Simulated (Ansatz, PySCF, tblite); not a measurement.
Potential energy curve for LiH, singlet.

Levels of theory: GFN2-xTB, 300 K electronic temperature (tblite); UKS-M06-2X/6-31G* = unrestricted M06-2X/6-31G*, spherical d (PySCF); UKS-B3LYP/6-31G* = PySCF 2.14.0 with unrestricted B3LYP/6-31G*, spherical d; FCI = full CI/cc-pVDZ, frozen core (Ansatz, an electronic-structure program).

Energies relative to the lowest point of each curve near equilibrium, in mEh; the last columns give the difference from FCI:

| R / Å | GFN2-xTB | UKS-M06-2X/6-31G* | UKS-B3LYP/6-31G* | FCI | GFN2-xTB − FCI | UKS-M06-2X/6-31G* − FCI | UKS-B3LYP/6-31G* − FCI |
|---|---|---|---|---|---|---|---|
| 1.21 | 4.1 | 33.1 | 32.7 | 31.3 | -27.1 | 1.8 | 1.5 |
| 1.29 | 0.8 | 19.3 | 19.1 | 18.1 | -17.2 | 1.2 | 1.0 |
| 1.34 | 0.0 | 13.0 | 12.9 | 12.1 | -12.1 | 0.9 | 0.8 |
| 1.46 | 0.7 | 3.6 | 3.6 | 3.3 | -2.7 | 0.3 | 0.3 |
| 1.51 | 1.7 | 1.6 | 1.6 | 1.5 | 0.3 | 0.1 | 0.1 |
| 1.53 | 2.3 | 1.0 | 1.0 | 0.9 | 1.3 | 0.1 | 0.1 |
| 1.60 | 4.5 | 0.0 | 0.0 | 0.0 | 4.5 | 0.0 | 0.0 |
| 1.65 | 6.5 | 0.1 | 0.0 | 0.1 | 6.4 | 0.0 | 0.0 |
| 1.70 | 8.6 | 0.7 | 0.6 | 0.6 | 7.9 | 0.0 | 0.0 |
| 1.76 | 11.3 | 2.0 | 1.9 | 1.9 | 9.5 | 0.1 | 0.0 |
| 1.86 | 16.3 | 5.3 | 5.1 | 5.0 | 11.3 | 0.3 | 0.1 |
| 1.98 | 22.3 | 10.6 | 10.2 | 9.9 | 12.4 | 0.7 | 0.4 |
| 2.14 | 30.3 | 19.1 | 18.4 | 17.6 | 12.7 | 1.5 | 0.8 |
| 2.43 | 47.6 | 36.1 | 34.7 | 32.7 | 14.9 | 3.4 | 2.0 |
| 2.61 | 58.6 | 46.8 | 44.8 | 41.8 | 16.8 | 5.0 | 3.1 |
| 2.90 | 75.6 | 63.1 | 59.0 | 54.6 | 21.0 | 8.5 | 4.3 |
| 3.19 | 91.5 | 74.9 | 68.9 | 64.8 | 26.7 | 10.1 | 4.1 |
| 3.53 | 108.0 | 82.6 | 76.8 | 72.9 | 35.1 | 9.6 | 3.9 |
| 3.96 | 125.3 | 87.1 | 83.2 | 78.5 | 46.7 | 8.6 | 4.7 |
| 4.34 | 137.1 | — | 86.6 | 80.8 | 56.3 | — | 5.8 |
| 4.70 | — | — | 88.6 | 81.8 | — | — | 6.8 |
| 5.60 | — | — | 90.3 | 82.5 | — | — | 7.8 |
| 6.30 | — | — | 90.6 | 82.7 | — | — | 7.9 |

GFN2-xTB is furthest from FCI at 4.34 (56.3 mEh, above); its mean absolute difference over the points is 17.2 mEh.

UKS-M06-2X/6-31G* is furthest from FCI at 3.19 (10.1 mEh, above); its mean absolute difference over the points is 2.8 mEh.

UKS-B3LYP/6-31G* is furthest from FCI at 6.30 (7.9 mEh, above); its mean absolute difference over the points is 2.4 mEh.

Dashes: no converged value, or the column stops at the first point that the program doubted or that broke a chosen test of continuity, which isn't proof of a fault.

The unrestricted solution behind UKS-M06-2X/6-31G* changes between 3.96 and 4.34 Å, which can leave a kink. The unrestricted determinant behind UKS-M06-2X/6-31G* is spin-contaminated at 3.19 to 3.96, 4.70 to 6.30 Å (<S²> up to 1.0, against 0.00 for a pure singlet). The unrestricted determinant behind UKS-B3LYP/6-31G* is spin-contaminated at 2.90 to 6.30 Å (<S²> up to 1.0, against 0.00 for a pure singlet).
